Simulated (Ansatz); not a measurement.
# AlPH6 (SMILES [AlH3-][PH3+]): single points off equilibrium

The task here is to estimate one member of a computed series from the others.

Method: single points in def2-TZVPP; program: Ansatz 0.2.0, Gaussian basis.

Cores are frozen in the correlated methods.

### The system as given

8 atoms, charge 0, spin multiplicity 1.

Atoms are counted from 1 here; the program's logs count them from 0.

Bond lengths: Al1–P2 2.527 Å, Al1–H3 1.537 Å, Al1–H4 1.582 Å, Al1–H5 1.542 Å, P2–H6 1.358 Å, P2–H7 1.385 Å, P2–H8 1.379 Å. Angles: P2–Al1–H3 96.3°, P2–Al1–H4 95.6°, P2–Al1–H5 95.2°, H3–Al1–H4 117.1°, H3–Al1–H5 120.2°, H4–Al1–H5 119.8°, Al1–P2–H6 121.0°, Al1–P2–H7 124.2°, Al1–P2–H8 121.3°, H6–P2–H7 94.4°, H6–P2–H8 94.6°, H7–P2–H8 94.0°.

Geometry (Å):

```xyz
8
AlH6P
Al   -0.4672    0.1740   -1.3959
P     0.3878   -0.1481    0.9602
H     0.4662   -0.8540   -2.0555
H    -1.9472   -0.2910   -1.0884
H    -0.1333    1.6777   -1.4603
H     0.8958    0.8937    1.6687
H     1.4091   -1.0181    1.3052
H    -0.4464   -0.5731    1.9725
```

Set-up of the first run:

Input file run/in.yaml:

```yaml
crystal:
  periodic: [false, false, false]
  atoms:
    - {symbol: Al, position_ang: [-0.467200, 0.174000, -1.395900]}
    - {symbol: P, position_ang: [0.387800, -0.148100, 0.960200]}
    - {symbol: H, position_ang: [0.466200, -0.854000, -2.055500]}
    - {symbol: H, position_ang: [-1.947200, -0.291000, -1.088400]}
    - {symbol: H, position_ang: [-0.133300, 1.677700, -1.460300]}
    - {symbol: H, position_ang: [0.895800, 0.893700, 1.668700]}
    - {symbol: H, position_ang: [1.409100, -1.018100, 1.305200]}
    - {symbol: H, position_ang: [-0.446400, -0.573100, 1.972500]}
basis:
  gaussian: {orbitals: def2-TZVPP}
correlation: {method: ccsd_t}
output: {forces: true}
```

The command line of these runs was not kept.

Steps of the session up to this table: CCSD(T)/def2-TZVPP; PBE0-D4/def2-TZVPP; wB97M-V/def2-TZVPP; r2SCAN-D4/def2-TZVPP; PBE-D4/def2-TZVPP; r2SCANh-D4/def2-TZVPP; CAM-B3LYP-D4/def2-TZVPP.

One table of the session follows, with a row left open; its other results are not shown here.

| method | RMS force component (eV/Å) | angle to CCSD(T) forces (°) | dipole (D) |
| --- | --- | --- | --- |
| CCSD(T) | 0.432 | reference | 3.89 |
| PBE0-D4 | 0.475 | 11.4 | 3.86 |
| wB97M-V | 0.399 | 4.9 | 3.77 |
| r2SCAN-D4 | 0.473 | 13.3 | 3.88 |
| PBE-D4 | 0.566 | 20.3 | 3.76 |
| r2SCANh-D4 | ? | ? | ? |
| CAM-B3LYP-D4 | 0.407 | 4.4 | 3.87 |

**Question.** Estimate the row for r2SCANh-D4.

As computed: RMS force component (eV/Å): 0.449; angle to CCSD(T) forces (°): 10.5; dipole (D): 3.89. In the column «RMS force component (eV/Å)» it lies between CCSD(T) (0.432) and r2SCAN-D4 (0.473).
